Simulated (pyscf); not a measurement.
Single points on ωB97X-D3(BJ)/def2-SVP structures (PySCF, gas phase).

H₂N–SiH₂• -> [HN=SiH]• + H₂
Surface: doublet. Broken: H–N, H–Si. Formed: H–H. Give ΔE‡ and ΔE from ωB97M-D3(BJ)/def2-TZVP, relative to the reactant's lowest minimum found.

ΔE‡ = 78.6 kcal/mol, ΔE = +47.7 kcal/mol. Zero-point energy shifts the barrier by -4.5 kcal/mol. It is an elimination, with an imaginary mode of 1381i cm⁻¹. At the saddle there is also a short H–Si contact that neither side keeps. The same reactants have a lower exit, to H₂N–SiH: [singlet] + H• (no saddle found, reaction energy +52.1 kcal/mol at ωB97M-D3(BJ)/def2-TZVP, against +78.6 kcal/mol here). One saddle was located; it need not be the lowest between these sides.
